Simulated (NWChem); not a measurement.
Species: propene (C3H6); SMILES C=CC

Program: NWChem. Pople sets run with spherical d functions. Each level has its own optimisation. Computed dipoles belong to the equilibrium geometry; the measured one is vibrationally averaged.

Measured dipole moment: 0.36 D (NIST CCCBDB, as tabulated in the package chemicals).

| level | dipole moment (D) | computed − measured |
|---|---|---|
| Hartree-Fock/STO-3G | 0.25 | -0.11 |
| Hartree-Fock/3-21G | 0.31 | -0.05 |
| Hartree-Fock/6-31G* | 0.31 | -0.05 |
| B3LYP/6-31G* | 0.35 | -0.01 |
| LDA (Slater exchange, VWN5)/def2-SVP | 0.49 | +0.13 |
| PBE/def2-SVP | 0.44 | +0.08 |
| BLYP/def2-SVP | 0.42 | +0.06 |
| PBE0/def2-SVP | 0.42 | +0.06 |
